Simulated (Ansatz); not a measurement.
For rock-salt KCl, PBE (plane waves, PAW; Ansatz, a first-principles code) gives:

```
Property                          Value
-----------------------------  --------
lattice parameter a             6.382 Å
bulk modulus                   16.3 GPa
band gap at the measured cell   5.19 eV
```

**Question.** What does B3LYP (VWN-RPA form) (PAW; Ansatz) give for the same quantities?

**Answer.** 
- lattice constant a: 6.404 Å (grows by 0.3 %)
- bulk modulus: 16.3 GPa (hardly moves)
- band gap at the measured cell: 6.78 eV (increases by 1.59 eV)

For comparison: lattice constant a 6.248 Å (measured, low temperature, zero-point motion not removed; as tabulated in Doll and Stoll (1997), arXiv:cond-mat/9707218); bulk modulus 19.7 GPa (measured, 4 K, zero-point motion not removed; as tabulated in Doll and Stoll (1997), arXiv:cond-mat/9707218); band gap 8.5 eV (measured, temperature not stated, no zero-point or thermal correction, our sources range from 8.50 to 8.70; as tabulated in Koller et al. (2013), arXiv:1304.4470).

Changes are worked out from the printed values.

Unless a cell is named, each level is at its own relaxed cell (PBE 32.49, B3LYP (VWN-RPA form) 32.83 Å³/atom).

Density-functional gaps are differences of (generalised) Kohn–Sham levels.

Ansatz's density-functional and Hartree–Fock values are scalar-relativistic unless marked +SOC, with PAW data made under PBE.
